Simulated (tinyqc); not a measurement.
Stretching all distances: RHF, UHF, MP2, CISD and CCSD against full CI in the sto-3g basis, for BH, spin multiplicity 1. Computed by the program tinyqc with PySCF. All coordinates are multiplied by the scale. c0^2 is the weight of the RHF determinant in the lowest singlet FCI state (UHF is spin-contaminated and may lie near states of higher spin) and n(LUMO) the first natural occupation beyond the occupied space.

Geometry (angstrom):

| atom | x | y | z |
|---|---|---|---|
| B | 0.0000 | 0.0000 | 0.0000 |
| H | 0.0000 | 0.0000 | 1.0650 |

Full CI energy (hartree) and errors against it (kcal/mol):

| scale | distance 1-2 (angstrom) | E(FCI) | RHF | UHF | MP2 | CISD | CCSD | <S^2> UHF | c0^2 | n(LUMO) |
|---|---|---|---|---|---|---|---|---|---|---|
| 0.870 | 0.927 | -24.73566 | 31.684 | 20.530 | 16.079 | 0.803 | 0.152 | 0.631 | 0.913 | 0.083 |
| 1.160 | 1.235 | -24.80998 | 35.934 | 29.170 | 17.384 | 1.135 | 0.099 | 0.518 | 0.916 | 0.073 |
| 1.440 | 1.534 | -24.78617 | 44.427 | 40.395 | 21.015 | 1.932 | 0.100 | 0.419 | 0.903 | 0.067 |
| 1.730 | 1.842 | -24.74071 | 58.196 | 52.012 | 27.492 | 3.425 | 0.100 | 0.571 | 0.866 | 0.144 |
| 2.020 | 2.151 | -24.70142 | 76.937 | 44.167 | 36.496 | 5.734 | 0.078 | 0.767 | 0.794 | 0.289 |
| 2.590 | 2.758 | -24.66457 | 120.415 | 29.222 | 53.090 | 11.147 | 3.52e-03 | 0.967 | 0.605 | 0.651 |

Estimate the missing row, scale = 2.3.

Computed row:
```
scale  distance 1-2 (angstrom)     E(FCI)     RHF     UHF     MP2   CISD   CCSD  <S^2> UHF   c0^2  n(LUMO)
2.300                    2.450  -24.67728  98.229  34.817  45.905  8.479  0.040      0.909  0.700    0.471
```

UHF lies below RHF over the whole range. The weight c0^2 goes from 0.91 to 0.60 and n(LUMO) from 0.08 to 0.65: static correlation grows as the bonds break into open-shell fragments. The spread of the error along the curve, which distorts its shape, is CCSD 0.1, CISD 10.3, UHF 31.5, MP2 37.0, RHF 88.7 kcal/mol.
